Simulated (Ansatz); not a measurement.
Relaxation of C$_{3}$H$_{7}$F$_{2}$N (13 atoms, charge 0, multiplicity 1), to a largest force component of 0.015 eV/Å in at most 40 steps.

Computed with Ansatz, RKS B3LYP/STO-3G.

```xyz
13
Properties=species:S:1:pos:R:3
C -0.838 -1.537 0.283
C 0.354 -0.657 0.011
C -0.024 0.807 -0.231
N 1.239 1.641 -0.461
F -0.819 0.936 -1.289
F -0.621 1.337 0.859
H -0.583 -2.537 0.438
H -1.534 -1.434 -0.587
H -1.415 -1.123 1.202
H 0.877 -1.058 -0.842
H 1.018 -0.750 0.896
H 0.806 2.547 -0.696
H 1.559 1.794 0.431
```

Question: Where does it end, and by what steps?

Answer: The forces met the threshold. The force dipped under the threshold on the way, but the program's further checks kept it going. Limits of this set-up: minimal basis. After 10 steps the energy has fallen by 0.928 eV; H13 moved furthest, 0.29 Å.

```json
{"step": "0", "energy less start (eV)": "0.0000", "largest force component (eV/Å)": "5.590", "accepted": "yes"}
{"step": "1", "energy less start (eV)": "-0.8735", "largest force component (eV/Å)": "1.027", "accepted": "yes"}
{"step": "2", "energy less start (eV)": "-0.9189", "largest force component (eV/Å)": "0.240", "accepted": "yes"}
{"step": "3", "energy less start (eV)": "-0.9228", "largest force component (eV/Å)": "0.206", "accepted": "yes"}
{"step": "4", "energy less start (eV)": "-0.9255", "largest force component (eV/Å)": "0.227", "accepted": "yes"}
{"step": "5", "energy less start (eV)": "-0.9271", "largest force component (eV/Å)": "0.086", "accepted": "yes"}
{"step": "6", "energy less start (eV)": "-0.9277", "largest force component (eV/Å)": "0.029", "accepted": "yes"}
{"step": "7", "energy less start (eV)": "-0.9248", "largest force component (eV/Å)": "0.257", "accepted": "no"}
{"step": "8", "energy less start (eV)": "-0.9279", "largest force component (eV/Å)": "0.009", "accepted": "yes"}
{"step": "9", "energy less start (eV)": "-0.9281", "largest force component (eV/Å)": "0.016", "accepted": "yes"}
{"step": "10", "energy less start (eV)": "-0.9281", "largest force component (eV/Å)": "0.007", "accepted": "yes"}
```

```xyz
13
Properties=species:S:1:pos:R:3
C -0.882 -1.550 0.292
C 0.364 -0.655 0.052
C -0.053 0.855 -0.234
N 1.205 1.673 -0.556
F -0.905 0.939 -1.344
F -0.757 1.387 0.870
H -0.579 -2.591 0.478
H -1.543 -1.530 -0.589
H -1.453 -1.190 1.162
H 0.941 -1.014 -0.817
H 1.027 -0.673 0.934
H 0.870 2.682 -0.567
H 1.784 1.632 0.333
```

The run took 36 s on 1 thread of Arm Neoverse V1, on a shared host, peak memory 0.12 GiB.
